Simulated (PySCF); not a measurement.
# H3Si: the cost of one run

Method: relaxation, tpss, aug-cc-pvtz, and further levels as typed in the inputs, in PySCF 2.14.0.

**1. Starting point**

Bond lengths: Si1–H2 1.448 Å, Si1–H3 1.474 Å, Si1–H4 1.463 Å. Angles: H2–Si1–H3 119.6°, H2–Si1–H4 121.5°, H3–Si1–H4 118.9°.

Coordinates:

```xyz
4

Si    0.0098   -0.0110   -0.0118
H     1.4579    0.0149    0.0024
H    -0.7402    1.2572    0.0063
H    -0.7316   -1.2720   -0.0023
```

**2. Relaxation: H3Si, charge +1**

Input file run.py:

```python
from pyscf import gto, dft
from pyscf.geomopt.geometric_solver import optimize
mol = gto.M(atom="mol.xyz", basis="aug-cc-pvtz", charge=1, verbose=4)
mf = dft.RKS(mol, xc="tpss").density_fit().run(conv_tol=1e-9)
m = optimize(mf, maxsteps=60)
print("optimised structure (A):")
for k in range(m.natm): print(m.atom_symbol(k), *(f"{x:.8f}" for x in m.atom_coords(unit="A")[k]))
```

Command:

```bash
$ python run.py
```

**Question.** How long does this run take on 2 threads of Arm Neoverse N1, shared host?

About 50 s.
